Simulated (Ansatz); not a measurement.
in.yaml

```yaml
crystal:
  periodic: [false, false, false]
  atoms:
    - {symbol: C, position_ang: [0.123775, -0.929844, 1.878803]}
    - {symbol: Ga, position_ang: [-0.041099, 0.382380, 0.457740]}
    - {symbol: Cl, position_ang: [0.035521, -0.379086, -1.600881]}
    - {symbol: H, position_ang: [0.118630, -2.036651, 2.257332]}
basis:
  gaussian: {orbitals: cc-pVDZ}
magnetization: {spin_polarized: false, initial_magnetization: 3}
correlation: {method: bccd, electrons: outside_noble_gas}
scf: {omitted_lower_state_checks: [cluster_reference]}
output: {forces: true}
```

```sh
$ ansatz run in.yaml --threads 1 --pin off --events-out ev --progress --plain --max-ram 2393MiB
```

Log:

```
these checks for a lower state are left out or cut short: cluster_reference
695 factors; integrals over basis functions are off by at most 1.0e-3 eV
mean field evaluation 1: about -65880.3741 eV, gradient 1.4e1 eV
mean field evaluation 2: about -65880.3958 eV, gradient 1.4e1 eV
mean field evaluation 4: about -65881.8150 eV, gradient 1.9e0 eV
mean field evaluation 8: about -65881.8669 eV, gradient 2.6e-1 eV
mean field -65881.86805224 eV, -2421.1139945858 hartree, gradient 1.7e-6 eV, S^2 3.750000; 0 other end points of the search recorded, 0 dependent functions left out
20 core orbitals not correlated: weight in the atoms' cores, before any rotation towards them, 0.989 or more for the frozen orbitals, at most 0.012 for the correlated occupied ones
reference -65881.86805224 eV, -2421.1139945858 hartree; 9, 6 occupied and 35, 38 virtual orbitals, 695 factors
second order -7.07690068 eV of doubles, -0.12317975 eV of singles
cycle   1  -7.90110494 eV  change   -7.0e-1 eV  update   6.9e-2
cycle   2  -8.10448904 eV  change   -2.0e-1 eV  update   2.6e-2
cycle   3  -8.14241810 eV  change   -3.8e-2 eV  update   1.5e-2
cycle   4  -8.13445629 eV  change    8.0e-3 eV  update   6.3e-3
cycle   5  -8.13197235 eV  change    2.5e-3 eV  update   2.5e-3
cycle   6  -8.13226799 eV  change   -3.0e-4 eV  update   9.9e-4
cycle   7  -8.13236618 eV  change   -9.8e-5 eV  update   4.0e-4
cycle   8  -8.13245137 eV  change   -8.5e-5 eV  update   1.5e-4
cycle   9  -8.13243134 eV  change    2.0e-5 eV  update   6.6e-5
cycle  10  -8.13240765 eV  change    2.4e-5 eV  update   2.7e-5
cycle  11  -8.13241135 eV  change   -3.7e-6 eV  update   1.1e-5
cycle  12  -8.13240986 eV  change    1.5e-6 eV  update   4.9e-6
cycle  13  -8.13241222 eV  change   -2.4e-6 eV  update   2.1e-6
cycle  14  -8.13241200 eV  change    2.2e-7 eV  update   1.1e-6
the calculation of the forces begins
mean field evaluation 16: about -65881.8386 eV, gradient 2.3e-1 eV
Total energy: -65890.00046424 eV, -2421.4128552145 hartree
Atom 0 at     0.123775    -0.929844     1.878803 Å, force    -0.108478    -2.102100     1.057216 eV/Å
Atom 1 at    -0.041099     0.382380     0.457740 Å, force     0.046981     0.245331    -0.302216 eV/Å
Atom 2 at     0.035521    -0.379086    -1.600881 Å, force    -0.027123     0.016516    -0.089636 eV/Å
Atom 3 at     0.118630    -2.036651     2.257332 Å, force     0.088620     1.840254    -0.665365 eV/Å
Dipole moment:    -0.037770     0.095359     0.402223 e Å
Checks for a lower state left out: cluster_reference
```

Forces (eV/Å):
```
C   -0.108 -2.102  1.057
Ga   0.047  0.245 -0.302
Cl  -0.027  0.017 -0.090
H    0.089  1.840 -0.665
```

Ran on 1 thread of Arm Neoverse V2, shared host: 8.5 s wall, 0.27 GiB peak host memory.
